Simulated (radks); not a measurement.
# O³⁺ in [He] 2s2 2p0.75 3d0.25: an all-electron calculation

What are the levels of the oxygen ion O3+, how large are its shells, and how does its energy divide?

Program: radks (a radial shooting solver on a logarithmic mesh, Libxc functionals) version 1. Level of theory: non-relativistic Kohn-Sham, r2SCAN, spin-unpolarised, spherical densities, point nucleus. These are calculated values, not measurements, unless marked.

## (1) The system

- element: oxygen (Z = 8)
- charge: +3
- electrons: 5
- configuration: [He] 2s2 2p0.75 3d0.25

## (2) Self-consistent calculation

The run's settings:

```text
Z 8
configuration [He] 2s2 2p0.75 3d0.25 3s0 3p0 4d0 4f0
relativity non-relativistic
functional r2scan,r2scan
spin unpolarised
nucleus point
```

**Question.** What will this run give?

As calculated:

```
                        quantity                value
                    total energy    -70.67933 hartree
exchange-correlation share of it               9.24 %
                            −T/E               0.9983
          highest occupied level       3d, -17.663 eV
    most extended occupied level  3d, <r> = 2.80 bohr
 radius at density 0.001 e/bohr³            2.80 bohr
    maxima of the radial density                    2
```

What this shows: The radial density shows 2 maxima for 3 occupied principal shells; where shells overlap, one shows as a shoulder or not at all. The ratio −T/E is 0.9983; for a non-relativistic Coulomb system it is 1 up to the kinetic part of correlation. This is not the tabulated ground configuration, so its levels and sizes aren't those of the ground state, and no measured value stands beside it.
